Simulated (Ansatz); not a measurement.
Cohesive energy (eV/atom) of 21 transition metals, computed with PBEsol (Ansatz, a program for electronic structure, plane waves, PAW) and with r²SCAN (PAW; Ansatz). The set holds measured phases with no doubt noted on the run or the magnetic state but for the caveats below. 4 more of the class have both values but aren't in it, for one of these reasons: built or high-temperature cells, doubts on the run or the magnetic state, unlike cells, values of zero, layered or molecular crystals. Solids without a value at one level (not run, failed, or a magnetic order lost), or held back for tests, aren't counted.

All rows, in order of the shift (worked out from unrounded values):

| solid | PBEsol | r²SCAN | shift (eV/atom) |
|---|---|---|---|
| hcp Tc | 7.85 | 6.26 | -1.59 |
| bcc Mo | 7.12 | 5.63 | -1.49 |
| hcp Ru | 7.77 | 6.29 | -1.48 |
| hcp Os | 9.49 | 8.12 | -1.37 |
| hcp Re | 8.82 | 7.54 | -1.27 |
| fcc Ir | 8.39 | 7.12 | -1.26 |
| fcc Rh | 6.68 | 5.44 | -1.24 |
| bcc W | 9.18 | 7.97 | -1.21 |
| hcp Ti | 5.83 | 4.67 | -1.16 |
| hcp Co | 5.84 | 4.70 | -1.15 |
| hcp Zr | 6.79 | 5.68 | -1.11 |
| bcc Fe | 5.67 | 4.66 | -1.01 |
| bcc Ta | 8.95 | 7.96 | -1.00 |
| fcc Ni | 5.47 | 4.65 | -0.82 |
| hcp Hf | 7.06 | 6.36 | -0.70 |
| hcp Sc | 4.54 | 3.99 | -0.55 |
| hcp Y | 4.61 | 4.08 | -0.53 |
| fcc Pd | 4.44 | 4.09 | -0.35 |
| fcc Au | 3.73 | 3.43 | -0.31 |
| fcc Ag | 3.09 | 2.87 | -0.22 |
| fcc Cu | 4.08 | 3.89 | -0.18 |

The shift from PBEsol to r²SCAN has a median of -1.11 eV/atom, and eight in ten lie between -1.48 eV/atom and -0.31 eV/atom; r²SCAN is the larger in 0 of 21.

Ansatz's runs of these crystals have no spin polarisation, but for bcc Fe, hcp Co, fcc Ni. Meta-GGA and hybrid levels favour moments, which can bear on fcc Pd, hcp Sc, bcc Fe, hcp Co, hcp Ti, hcp Y, fcc Rh, fcc Ni.

Density-functional runs with spin start from parallel moments for bcc Fe, parallel moments for hcp Co, parallel moments for fcc Ni.

Spin–orbit coupling is left out, also for the solids with elements from indium on (bcc Ta, hcp Os, bcc W, fcc Ir, hcp Re, hcp Hf, fcc Au); its size isn't shown.

Free atoms are spin-polarised, in the lowest state found; at levels without +SOC their spin–orbit coupling is left out. Each level is taken at its own relaxed cell. Ansatz's density-functional and Hartree–Fock values are scalar-relativistic unless marked +SOC, with PAW data made under PBE.
